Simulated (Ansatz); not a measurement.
CsCl-type TlBr, treated with BLYP in Ansatz (PAW).

Run with plane-wave cutoff 520 eV, 8×8×8 k mesh, Fermi–Dirac smearing 0.01 eV, scalar-relativistic PAW data made under PBE.

Cell (relaxed at this level):

Space group Pm-3m (No. 221); a = b = c = 4.190 Å, α = β = γ = 90.00°

```json
[
 {"atom": "Tl", "site": "1a", "symmetry": "m-3m", "x": "0.0000", "y": "0.0000", "z": "0.0000"},
 {"atom": "Br", "site": "1b", "symmetry": "m-3m", "x": "0.5000", "y": "0.5000", "z": "0.5000"}
]
```

Problem. Give the computed bulk modulus, band gap, direct gap at Γ and pressure derivative B′ of the bulk modulus.

Solution. 
- bulk modulus: 15.5 GPa
- band gap: 2.27 eV
- direct gap at Γ: 7.26 eV
- pressure derivative B′ of the bulk modulus: 5.1

Measured, for comparison: band gap 2.68 eV (temperature not stated, not corrected to a static lattice, detector crystals, literature values; as tabulated in Piasecki et al. (2022), doi:10.1039/d1ma01259b).

Note: the cell is over a tenth larger than the published one: the level's own overestimate first of all, though another phase or state, or a fault of the published cell, is possible.

Spin–orbit coupling is not included; with these elements it can move the gap by several tenths of an eV or more.

Computing time: about 24 core-seconds (a rough figure).

Ansatz is an electronic-structure program.
